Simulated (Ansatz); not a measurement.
**BSiH5 (BH2(SiH3)) at 6 levels**

Wanted: a comparison of 6 runs (HF/STO-3G, CAM-B3LYP/STO-3G, UPBE0/STO-3G, wB97M-V/STO-3G, CCSD(T)/STO-3G, FCI/STO-3G) of BSiH5 (BH2(SiH3)). 

The results are computed with Ansatz 0.2.0.

49 further runs of the same task are left out: 1 that didn't finish, 48 set aside as unsound or not needed.

### 1 The system as given

The species is BSiH5 (7 atoms), meant as a singlet with charge 0. SMILES: `[H]B([H])[SiH3]`. The H7–Si4 distance was set to 2.211 Å, away from the relaxed value. At this shape a bond of the SMILES string is far longer than usual.

Bond lengths: B1–Si4 1.956 Å, B1–H2 1.170 Å, B1–H3 1.170 Å, Si4–H5 1.472 Å, Si4–H6 1.472 Å. Angles: B1–Si4–H5 115.1°, B1–Si4–H6 115.2°, H2–B1–Si4 121.7°, H3–B1–Si4 121.7°, H5–Si4–H6 104.4°, H2–B1–H3 116.6°. A long bond or contact: Si4–H7 2.211 Å.

### 2 The energy at HF/STO-3G (run 1)

job.yaml reads:

```yaml
crystal:
  periodic: [false, false, false]
  atoms:
    - {symbol: B, position_ang: [0.711187, 1.286864, 0.690025]}
    - {symbol: H, position_ang: [1.880787, 1.325234, 0.711465]}
    - {symbol: H, position_ang: [0.154867, 2.315284, 0.636065]}
    - {symbol: Si, position_ang: [-0.262033, -0.409666, 0.702465]}
    - {symbol: H, position_ang: [-1.598103, -0.357406, 1.317055]}
    - {symbol: H, position_ang: [0.416177, -1.515876, 1.397135]}
    - {symbol: H, position_ang: [-0.608990, -1.154610, -1.349820]}
basis:
  gaussian:
    orbitals: STO-3G
hamiltonian:
  xc: hf
accuracy: high
```

The run is started by

```
$ ansatz run job.yaml --threads 1 --pin off --max-ram 2610MiB --events-out events.jsonl --progress --plain --runs-dir runs
```

Log:

```text
Warning: RAYON_NUM_THREADS=1 ignored (pool sized by the plan → 1); use --threads N
Functional definition: HF
  name "HF"
  exchange = exact_x
  correlation = 0
333 factors; integrals over basis functions are off by at most 1.5e-8 eV
mean field evaluation 1: about -8507.4497 eV, gradient 1.7e1 eV
mean field evaluation 2: about -8507.4478 eV, gradient 1.6e1 eV
mean field evaluation 4: about -8509.0250 eV, gradient 1.2e0 eV
mean field evaluation 8: about -8509.0311 eV, gradient 2.7e-5 eV
mean field -8509.03107194 eV, -312.7011242653 hartree, gradient 8.6e-8 eV, S^2 0.000000; 0 other end points of the search recorded, 0 dependent functions left out
reference -8509.03107194 eV, -312.7011242653 hartree; 12, 12 occupied and 7, 7 virtual orbitals, 333 factors
Total energy: -8509.03107194 eV, -312.7011242653 hartree
```

Run time: 0.08 s. Hardware: 1 thread of Arm Neoverse V2, shared host.

### 3 The energy at CAM-B3LYP/STO-3G (run 2)

Edit job.yaml of step 2 so:

```diff
@@ -14,3 +14,3 @@
 hamiltonian:
-  xc: hf
+  xc: {name: CAM-B3LYP}
 accuracy: high
```

The run is started by

```
$ ansatz run job.yaml --threads 1 --pin off --max-ram 2610MiB --events-out events.jsonl --progress --plain --runs-dir runs
```

Log:

```text
Warning: RAYON_NUM_THREADS=1 ignored (pool sized by the plan → 1); use --threads N
Functional definition: CAM-B3LYP
  name "CAM-B3LYP"
  parameter alpha = 0.19
  parameter beta = 0.46
  parameter omega = 0.33/bohr
  parameter ac = 0.81
  exchange = (1 - alpha - beta)*b88_x + beta*b88_x_sr(omega) + alpha*exact_x + beta*exact_x_lr(omega)
  correlation = (1 - ac)*vwn5_c + ac*lyp_c
333 factors; integrals over basis functions are off by at most 1.5e-8 eV
176 factors; integrals over basis functions are off by at most 1.3e-9 eV
mean field evaluation 1: about -8528.1414 eV, gradient 1.8e1 eV
mean field evaluation 2: about -8528.4445 eV, gradient 1.6e1 eV
mean field evaluation 4: about -8529.8979 eV, gradient 2.2e-1 eV
mean field evaluation 8: about -8529.8073 eV, gradient 1.8e-3 eV
mean field evaluation 16: about -8529.8073 eV, gradient 7.0e-8 eV
mean field -8529.80725534 eV, -313.4646349226 hartree, gradient 7.0e-8 eV, S^2 0.000000; 0 other end points of the search recorded, 0 dependent functions left out
reference -8529.80726985 eV, -313.4646354560 hartree; 12, 12 occupied and 7, 7 virtual orbitals, 333 factors
Total energy: -8529.80726985 eV, -313.4646354560 hartree
```

Wall time 1.1 s (1 thread of Arm Neoverse V2, shared host); peak memory 0.1 GiB.

Run 3 isn't shown in full; the table further down has it.

### 4 A single-point energy at wB97M-V/STO-3G (run 4)

run.yaml reads:

```yaml
basis:
  gaussian: {orbitals: STO-3G}
crystal:
  periodic: [false, false, false]
  atoms:
    - {symbol: B, position_ang: [0.711187, 1.286864, 0.690025]}
    - {symbol: H, position_ang: [1.880787, 1.325234, 0.711465]}
    - {symbol: H, position_ang: [0.154867, 2.315284, 0.636065]}
    - {symbol: Si, position_ang: [-0.262033, -0.409666, 0.702465]}
    - {symbol: H, position_ang: [-1.598103, -0.357406, 1.317055]}
    - {symbol: H, position_ang: [0.416177, -1.515876, 1.397135]}
    - {symbol: H, position_ang: [-0.608990, -1.154610, -1.349820]}
hamiltonian: {xc: {name: wB97M-V}}
accuracy: high
```

The run is started by

```
$ ansatz run run.yaml --threads 1 --pin off --max-ram 2610MiB --events-out events.jsonl --progress --plain --runs-dir runs
```

Log, shortened:

```text
Warning: RAYON_NUM_THREADS=1 ignored (pool sized by the plan → 1); use --threads N
Functional definition: wB97M-V
  name "wB97M-V"
[...]
  gx(w, u) = 1 - cx + cx01*u + cx10*w
  gss(w, u) = css00 + css04*u^4 + css10*w + css20*w^2 + css43*w^4*u^3
  gos(w, u) = cos00 + cos10*w + (cos20 + cos21*u)*w^2 + (cos60 + cos61*u)*w^6
[...]
      + integral(e_c_pw_mod_opposite_spin*gos(b97_w_opposite, b97_u_opposite)) + vv10(b, c)
333 factors; integrals over basis functions are off by at most 1.5e-8 eV
163 factors; integrals over basis functions are off by at most 1.1e-9 eV
[...]
mean field -8531.04456480 eV, -313.5101052067 hartree, gradient 4.3e-8 eV, S^2 0.000000; 0 other end points of the search recorded, 0 dependent functions left out
reference -8531.04456776 eV, -313.5101053156 hartree; 12, 12 occupied and 7, 7 virtual orbitals, 333 factors
Total energy: -8531.04456776 eV, -313.5101053156 hartree
```

Run time: 17 s. Hardware: 1 thread of Arm Neoverse V2, shared host; peak memory 0.29 GiB.

Run 5 isn't shown in full; the table further down has it.

### 5 The energy at FCI/STO-3G (run 6)

Edit job.yaml of step 3 so:

```diff
@@ -11,6 +11,5 @@
 basis:
-  gaussian:
-    orbitals: STO-3G
-hamiltonian:
-  xc: {name: CAM-B3LYP}
+  gaussian: {orbitals: STO-3G}
 accuracy: high
+correlation: {method: fci, frozen_orbitals: {B: 1, H: 0, Si: 5}}
+magnetization: {spin_polarized: false}
```

The run is started by

```
$ ansatz run job.yaml --threads 1 --pin off --max-ram 2610MiB --events-out events.jsonl --progress --plain --runs-dir runs
```

Log:

```text
Warning: RAYON_NUM_THREADS=1 ignored (pool sized by the plan → 1); use --threads N
[... 4 set-up lines as earlier in the session ...]
333 factors; integrals over basis functions are off by at most 1.5e-8 eV
mean field evaluation 1: about -8507.4497 eV, gradient 1.7e1 eV
mean field evaluation 2: about -8507.4478 eV, gradient 1.6e1 eV
mean field evaluation 4: about -8509.0250 eV, gradient 1.2e0 eV
mean field evaluation 8: about -8509.0311 eV, gradient 2.7e-5 eV
mean field -8509.03107194 eV, -312.7011242653 hartree, gradient 8.6e-8 eV, S^2 0.000000; 0 other end points of the search recorded, 0 dependent functions left out; unrestricted orbitals would lower it
mean field evaluation 16: about -8509.5808 eV, gradient 6.5e-2 eV
6 core orbitals not correlated: weight in the atoms' cores, before any rotation towards them, 1.000 or more for the frozen orbitals, at most 0.000 for the correlated occupied ones
reference -8509.03107194 eV, -312.7011242653 hartree; 6, 6 occupied and 7, 7 virtual orbitals, 333 factors
state -8513.12504063 eV, -312.8515748398 hartree
Total energy: -8513.12504063 eV, -312.8515748398 hartree
```

Wall time 11 s (1 thread of Arm Neoverse V2, shared host); peak memory 0.28 GiB.

### 6 All runs side by side

```csv
run,level,frozen core orbitals,energy (Eh),wall time
1,HF/STO-3G,–,-312.701124,0.08 s
2,CAM-B3LYP/STO-3G,–,-313.464635,1.1 s
3,UPBE0/STO-3G,–,-313.352230,1.9 s
4,wB97M-V/STO-3G,–,-313.510105,17 s
5,CCSD(T)/STO-3G,6,-312.850851,0.12 s
6,FCI/STO-3G,6,-312.851575,11 s
```

### 7 Results

```
                                          quantity          value
                               run 6: total energy  -312.85157 Eh
run 6: correlation energy (6 core orbitals frozen)     -150.5 mEh
```

What this shows: Against full CI in this basis: HF +150.5 mEh; CCSD(T) +0.7 mEh. Totals of different functionals can't be ranked against each other. In run 5 the log says that unrestricted orbitals would lower the reference, so the values rest on an unstable closed-shell determinant (other closed-shell runs at this shape may share the fault). In runs 1, 2, 3, 4, 5, 6 the basis is minimal, so the values are rough. All runs together took 32 s, the longest 17 s.
